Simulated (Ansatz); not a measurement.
CH5NSi (`C[Si]N`), relaxed with RKS PBE-D4/def2-SVP in the Gaussian-basis code of Ansatz from a rough embedded geometry. The force threshold is 0.03 eV/Å; the program also tests the step.

Charge 0, multiplicity 1.

Start:

```xyz
8

C     0.070    0.281   -1.180
Si    0.474   -0.879    0.109
N     0.097   -0.199    1.612
H    -0.960    0.510   -1.220
H     0.304   -0.112   -2.224
H     0.670    1.238   -1.138
H     0.168   -0.949    2.381
H    -0.823    0.110    1.659
```

Question: By how much does the energy fall, and how many steps does the optimiser take? (Best estimate.)

Answer: The calculation gave: 0.96 eV, in 20 steps, 5 of them rejected.

Question: Which bonds change most? (Estimate.)

Answer: Ansatz gave: C1–Si2 from 1.781 to 1.930 Å; C1–H4 from 1.056 to 1.111 Å; N3–H8 from 0.972 to 1.027 Å; N3–H7 from 1.076 to 1.024 Å.

Question: Give the relaxed structure. (Estimate.)

Answer: The calculation gave: 
```xyz
8

C     0.116    0.337   -1.157
Si    0.994   -0.754    0.171
N    -0.103   -0.481    1.488
H    -0.879    0.741   -0.869
H     0.002   -0.235   -2.103
H     0.779    1.196   -1.407
H     0.042   -0.903    2.410
H    -0.951    0.098    1.468
```
